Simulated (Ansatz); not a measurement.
# UHF/3-21G run of AlO (oxoaluminum)

Aim: the vertical ionisation energy of AlO (oxoaluminum) at UHF/3-21G, from 2 runs. 

The results are computed with Ansatz 0.2.0.

36 further runs of the same task are left out: 36 set aside as unsound or not needed.

### 1 Starting point

AlO: 2 atoms, total charge 0, spin state doublet. As SMILES, `[O]=[Al]`. The shape is that of a PBE0-D4/def2-TZVP optimisation.

Bond lengths: O1–Al2 1.620 Å.

### 2 The energy at UHF/3-21G

input.yaml

```yaml
crystal:
  periodic: [false, false, false]
  atoms:
    - {symbol: O, position_ang: [0.000000, -0.000000, -0.024920]}
    - {symbol: Al, position_ang: [-0.000000, 0.000000, 1.594970]}
basis:
  gaussian:
    orbitals: 3-21G.json
magnetization:
  spin_polarized: true
  initial_magnetization: 1
hamiltonian:
  xc: hf
accuracy: high
output: {orbitals: {seedname: orbitals}}
```

The basis set 3-21G is read from a file made from the Basis Set Exchange's data (not shown).

Run with:

```console
$ ansatz run input.yaml --threads 1 --pin off --max-ram 3480MiB --events-out events.jsonl --progress --plain --runs-dir runs
```

Output:

```text
Warning: RAYON_NUM_THREADS=1 ignored (pool sized by the plan → 1); use --threads N
Functional definition: HF
  name "HF"
  exchange = exact_x
  correlation = 0
411 factors; integrals over basis functions are off by at most 3.4e-9 eV
mean field evaluation 1: about -8564.9222 eV, gradient 3.4e1 eV
mean field evaluation 2: about -8564.9274 eV, gradient 3.4e1 eV
mean field evaluation 4: about -8570.9754 eV, gradient 2.8e0 eV
mean field evaluation 8: about -8571.1103 eV, gradient 9.1e-1 eV
mean field evaluation 16: about -8571.5875 eV, gradient 1.4e-8 eV
mean field evaluation 32: about -8571.9368 eV, gradient 2.8e-8 eV
mean field evaluation 64: about -8571.4667 eV, gradient 2.6e0 eV
mean field evaluation 96: about -8568.7569 eV, gradient 6.9e0 eV
mean field evaluation 128: about -8571.5856 eV, gradient 3.3e0 eV
mean field evaluation 160: about -8571.9174 eV, gradient 7.5e-2 eV
mean field evaluation 192: about -8571.9309 eV, gradient 2.7e-1 eV
mean field evaluation 224: about -8568.8900 eV, gradient 8.1e0 eV
mean field evaluation 256: about -8571.2007 eV, gradient 1.1e0 eV
mean field -8571.93676852 eV, -315.0128659758 hartree, gradient 2.1e-8 eV, S^2 0.870153; 8 other end points of the search recorded, 0 dependent functions left out
reference -8571.93676852 eV, -315.0128659758 hartree; 11, 10 occupied and 11, 12 virtual orbitals, 411 factors
Total energy: -8571.93676852 eV, -315.0128659758 hartree
```

It took 0.46 s on 1 thread of Arm Neoverse V1, shared host.

### 3 The singlet cation at the same level

run.yaml

```yaml
crystal:
  periodic: [false, false, false]
  atoms:
    - {symbol: O, position_ang: [0.000000, -0.000000, -0.024920]}
    - {symbol: Al, position_ang: [-0.000000, 0.000000, 1.594970]}
basis:
  gaussian:
    orbitals: 3-21G.json
total_charge: 1
hamiltonian:
  xc: hf
accuracy: high
output: {orbitals: {seedname: orbitals}}
```

The basis set 3-21G is read from a file made from the Basis Set Exchange's data (not shown).

Run with:

```console
$ ansatz run run.yaml --threads 1 --pin off --max-ram 3480MiB --events-out events.jsonl --progress --plain --runs-dir runs
```

Output:

```text
Warning: RAYON_NUM_THREADS=1 ignored (pool sized by the plan → 1); use --threads N
[... 4 set-up lines as earlier in the session ...]
410 factors; integrals over basis functions are off by at most 3.4e-9 eV
mean field evaluation 1: about -8543.4313 eV, gradient 8.9e1 eV
mean field evaluation 2: about -8543.4325 eV, gradient 8.9e1 eV
mean field evaluation 4: about -8558.4050 eV, gradient 2.7e1 eV
mean field evaluation 8: about -8561.2396 eV, gradient 1.4e0 eV
mean field evaluation 16: about -8561.2432 eV, gradient 3.6e-8 eV
mean field evaluation 32: about -8554.0143 eV, gradient 3.4e1 eV
mean field -8561.24319396 eV, -314.6198843590 hartree, gradient 3.6e-8 eV, S^2 0.000000; 0 other end points of the search recorded, 0 dependent functions left out
reference -8561.24319396 eV, -314.6198843590 hartree; 10, 10 occupied and 12, 12 virtual orbitals, 410 factors
Total energy: -8561.24319396 eV, -314.6198843590 hartree
```

Wall time 0.14 s (1 thread of Arm Neoverse V1, shared host).

### 4 Summary of results

At UHF/3-21G:

| quantity | value |
| --- | --- |
| doublet AlO: total energy | -315.01287 Eh |
| doublet AlO: HOMO energy (highest over α and β) | -8.84 eV |
| doublet AlO: LUMO energy (lowest over α and β) | 0.06 eV |
| doublet AlO: ⟨S²⟩ | 0.870 |
| singlet cation: total energy | -314.61988 Eh |
| singlet cation: HOMO energy | -18.82 eV |
| singlet cation: LUMO energy | -9.08 eV |
| singlet cation: HOMO–LUMO gap | 9.74 eV |
| vertical ionisation energy (to the singlet cation) | 10.694 eV |

**Reading.** The vertical ionisation energy comes to 10.69 eV (1032 kJ/mol). Only the singlet of the ionised species was computed; a triplet could lie lower. ⟨S²⟩ (doublet AlO) is 0.87 where a pure doublet has 0.75: the reference is spin-contaminated.
